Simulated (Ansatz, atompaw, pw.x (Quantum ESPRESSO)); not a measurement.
**Si (Z = 14): one change to the PAW (atompaw) potential, in the atom and in the diamond crystal**

- Element: silicon
- Generator: atompaw 4.2.0.5
- Type: PAW
- Functional: LDA (PW92)
- Relativity: scalar-relativistic
- Frozen core: [Ne]
- Valence charge: 4
- Reference configuration: 3s2 3p2
- Partial waves: 3s (bound): rc 2.00 bohr; 3s channel at 1.55 Ry: rc 1.40 bohr; 3p (bound): rc 2.00 bohr; 3p channel at 0.25 Ry: rc 2.00 bohr; 3d channel at 0.05 Ry: rc 2.00 bohr
- Local potential: bessel scheme, radius 1.90 bohr
- Core correction: smooth core density matched at 1.00 bohr
- Augmentation charge: besselshape compensation charge, radius 1.75 bohr; PAW radius 2.00 bohr; waves and projectors: custom rrkj vanderbiltortho

Change: local potential bessel scheme, radius 1.46 bohr.

Cutoffs, loose and tight: the cutoffs (Ry, on a coarse ladder) from which the occupation-weighted sum of valence levels, in a spherical-Bessel basis at the reference potential, stays within 10 and 1 mRy of its value at 400 Ry. They see the waves and projectors alone, not the compensation charge or the core.

Crystal test: diamond Si in pw.x 7.5, no spin, 9³ k-points, Fermi–Dirac smearing 0.01 Ry, cutoffs set for each file from its atomic test. The reference is all-electron LAPW (Ansatz 0.2.0) with the same functional, mesh and smearing; V0 and B0 come from Birch–Murnaghan fits to the pressures at five volumes. Errors are pseudo minus all-electron; Δ is the rms difference of the E(V) curves that follow from these fits, minima aligned, over ±6 % about the mean V0. Mesh and smearing are coarse, so the numbers serve the comparison and aren't converged zero-temperature values; the lattice is a test structure that the element need not adopt.

All-electron: a0 = 5.400 Å (V0 = 19.69 Å³/atom), B0 = 96.2 GPa.

Q: Does the change bring the crystal closer to the all-electron result?

A: The mean pressure error goes from +0.27 to +0.13 GPa, so the change moves the solid closer to the all-electron pressures.

```json
{"quantity": "outcome (atom)", "base": "generated", "changed": "generated"}
{"quantity": "cutoff, loose (atom)", "base": "8 Ry", "changed": "8 Ry"}
{"quantity": "cutoff, tight (atom)", "base": "15 Ry", "changed": "15 Ry"}
{"quantity": "bound ghosts (atom)", "base": "none", "changed": "none"}
{"quantity": "cutoffs in pw.x (Ry)", "base": "40/400", "changed": "40/400"}
{"quantity": "a0 (Å)", "base": "5.405", "changed": "5.403"}
{"quantity": "a0 error (%)", "base": "+0.09", "changed": "+0.04"}
{"quantity": "B0 error (%)", "base": "+0.3", "changed": "+0.4"}
{"quantity": "Δ (meV/atom)", "base": "1.2", "changed": "0.6"}
{"quantity": "mean pressure error (GPa)", "base": "+0.27", "changed": "+0.13"}
```

 The atomic cutoffs weigh occupied waves only.
